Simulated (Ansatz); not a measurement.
**What a trial cell of SrRu₃ relaxes into**

All numbers below come from Ansatz, DFT PBE, scalar-relativistic, plane waves, PAW. Cutoff 420 eV, Γ-centred k mesh, Gaussian smearing, no spin polarisation in the final step.

The start puts SrRu₃ on the TiAl3 (D0_22) structure type (I4/mmm, No. 139), with Sr in place of Ti, Ru in place of Al, at a guessed volume.

```xyz
4
Lattice="-2.0029 2.0029 4.4740 2.0029 -2.0029 4.4740 2.0029 2.0029 -4.4740" Properties=species:S:1:pos:R:3 pbc="T T T"
Sr    0.0000    0.0000    0.0000
Ru    0.0000    0.0000    4.4740
Ru    2.0029    0.0000    2.2370
Ru    0.0000    2.0029    2.2370
```

Cell and atoms relax at zero pressure; the relaxation can't lower the symmetry of the start.

Energies over the elements count from the elements' standard structures at the same level, with no empirical corrections.

Q: What does it relax into?

A: It keeps I4/mmm (No. 139). The result has the TiAl3 (D0_22) structure. Conventional cell: a = 4.449 Å, c = 6.938 Å. Sr is coordinated by 8 Ru at 2.82 Å, 4 Ru at 3.15 Å and 2 Ru at 3.47 Å; around Ru on Wyckoff site b (1 atom of the primitive cell) lie 8 Ru at 2.82 Å, 4 Sr at 3.15 Å and 2 Sr at 3.47 Å; Ru on Wyckoff site d (2 atoms of the primitive cell) is coordinated by 4 Ru at 2.82 Å, 4 Sr at 2.82 Å, 4 Ru at 3.15 Å and 2 Ru at 3.47 Å.

Space group I4/mmm (No. 139). a = 4.449 Å, b = 4.449 Å, c = 6.938 Å, α = 90.00°, β = 90.00°, γ = 90.00°
| atom | site | symmetry | x | y | z |
| --- | --- | --- | --- | --- | --- |
| Sr | 2a | 4/mmm | 0.0000 | 0.0000 | 0.0000 |
| Ru | 2b | 4/mmm | 0.5000 | 0.5000 | 0.0000 |
| Ru | 4d | -4m2 | 0.5000 | 0.0000 | 0.2500 |

Q: What are its volume, energy, density and gap?

A: The volume per atom is 17.16 Å³ and the density is 9.45 g/cm³. The energy over the elements is 0.94 eV/atom. The gap on the 16×16×16 mesh is 0 eV (a metal).

The final run used a 16×16×16 mesh on its 4-atom cell and 0.10 eV smearing. For metals, differences of a few meV/atom aren't resolved. A structure relaxed within its symmetry needn't be a true minimum. The steps took roughly 13 core-minutes in all.